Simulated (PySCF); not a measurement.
From one molecule to another.

First species: 2-methoxy-1-butene, C5H10O.
SMILES: `C=C(CC)OC`

Second species: 3,3-dimethyloxetane, C5H10O.
SMILES: `CC1(C)COC1`

Levels: PBE0/pcSseg-1 for dipole moment, HOMO energy, LUMO energy and HOMO–LUMO gap; GFN2-xTB for rotational constant A and rotational constant C. Geometries: GFN2-xTB. All species are isolated and taken at one optimised geometry, non-relativistic unless stated. Electronic properties by PySCF.

Dipoles, sizes and rotational constants follow the conformer. The torsions of the flexible species, by atom-mapped SMILES:
- `[CH2:1]=[C:2]([CH2:3][CH3:4])[O:5][CH3:6]`: C1–C2–C3–C4 -99°, C1–C2–O5–C6 2°

```
             property   column X   column Y
        dipole moment     0.68 D     2.12 D
          HOMO energy   -6.53 eV   -7.04 eV
          LUMO energy    1.05 eV    1.26 eV
        HOMO–LUMO gap    7.58 eV    8.30 eV
rotational constant A  6.029 GHz  5.229 GHz
rotational constant C  1.971 GHz  2.878 GHz
```

Question: Which column belongs to which species?

Answer: Column X is the first species and column Y the second. The first has 16 atoms and 48 electrons, the second 16 and 48.

Question: How does each property change from the first species to the second?

Answer: dipole moment +1.44 D; HOMO energy -0.51 eV; LUMO energy +0.21 eV; HOMO–LUMO gap +0.72 eV; rotational constant A -0.800 GHz; rotational constant C +0.907 GHz.

On the first: The dipole matches unit charges of opposite sign 0.14 Å apart (1 e·Å = 4.8032 D).

On the second: A dipole of 2.12 D is allowed in C2v, and pure rotational transitions are dipole-allowed. The dipole matches unit charges of opposite sign 0.44 Å apart (1 e·Å = 4.8032 D).
